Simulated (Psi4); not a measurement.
Psi4 input (wB97X-D/6-31G*):

```
memory 1500 MB

molecule {
1 2
C     0.59753466    1.74308735    0.00415876
C     0.59953286    0.40913995    0.00070042
C    -0.59953286   -0.40913995   -0.00070042
C    -0.59753466   -1.74308735   -0.00415876
H     1.51677473    2.31296276    0.00508382
H    -0.32918900    2.30525528    0.00617206
H     1.54641423   -0.12382865   -0.00124931
H    -1.54641423    0.12382865    0.00124931
H     0.32918900   -2.30525528   -0.00617206
H    -1.51677473   -2.31296276   -0.00508382
symmetry c1
no_reorient
no_com
}

set {
  basis 6-31G*
  reference uks
  scf_type pk
  dft_radial_points 99
  dft_spherical_points 590
  e_convergence 1e-8
  d_convergence 1e-7
  maxiter 150
}

e = energy('wb97x-d')
print_out(f'\nFINAL {e:.10f} DIPOLE {variable("CURRENT DIPOLE")[0]:.6f} {variable("CURRENT DIPOLE")[1]:.6f} {variable("CURRENT DIPOLE")[2]:.6f}\n')
```

From the last part of the output:

```
      21A      0.063722    22A      0.073277    23A      0.110596
      24A      0.195660    25A      0.214432    26A      0.260065
      27A      0.327800    28A      0.377150    29A      0.393351
      30A      0.453137    31A      0.455963    32A      0.490047
      33A      0.527788    34A      0.539059    35A      0.545859
      36A      0.560444    37A      0.721409    38A      0.734358
      39A      0.743097    40A      0.767331    41A      0.815495
      42A      0.820187    43A      0.840599    44A      0.925878
      45A      0.985615    46A      1.000977    47A      1.177205
      48A      1.191913    49A      1.218264    50A      1.261989
      51A      1.376719    52A      1.497250    53A      1.606660
      54A      1.667810    55A      1.726153    56A      1.795268
      57A      1.908015    58A      1.939768    59A      1.972416
      60A      2.009912    61A      2.176603    62A      2.248881
      63A      2.250370    64A      2.321309    65A      2.449229
      66A      2.584771    67A      2.776321    68A      2.837310
      69A      3.946933    70A      3.986237    71A      4.072772
      72A      4.300927

    Final Occupation by Irrep:
              A
    DOCC [    14 ]
    SOCC [     1 ]
    NA   [    15 ]
    NB   [    14 ]

  @UKS Final Energy:  -155.61163617383551

   => Energetics <=

    Nuclear Repulsion Energy =            104.0231237656552281
    One-Electron Energy =                -406.4745204675206764
    Two-Electron Energy =                 162.9239420908310763
    DFT Exchange-Correlation Energy =     -16.0813361302107793
    Empirical Dispersion Energy =          -0.0028454325903454
    VV10 Nonlocal Energy =                  0.0000000000000000
    Total Energy =                       -155.6116361738355067

  UHF NO Occupations:
  HONO-2 :   13  A 1.9997144
  HONO-1 :   14  A 1.9851546
  HONO-0 :   15  A 1.0000000
  LUNO+0 :   16  A 0.0148454
  LUNO+1 :   17  A 0.0002856
  LUNO+2 :   18  A 0.0002641
  LUNO+3 :   19  A 0.0000769

Computation Completed

Properties will be evaluated at   0.000000,   0.000000,   0.000000 [a0]

Properties computed using the SCF density matrix

 Multipole Moments:

 ------------------------------------------------------------------------------------
     Multipole            Electronic (a.u.)      Nuclear  (a.u.)        Total (a.u.)
 ------------------------------------------------------------------------------------

 L = 1.  Multiply by 2.5417464519 to convert [e a0] to [Debye]
 Dipole X            :          0.0000000           -0.0000000            0.0000000
 Dipole Y            :          0.0000000           -0.0000000            0.0000000
 Dipole Z            :          0.0000000           -0.0000000            0.0000000
 Magnitude           :                                                    0.0000000

 ------------------------------------------------------------------------------------

FINAL -155.6116361738 DIPOLE 0.000000 0.000000 0.000000

*** Psi4 exiting successfully. Buy a developer a beer!
```

The dipole moment of an ion depends on the origin.
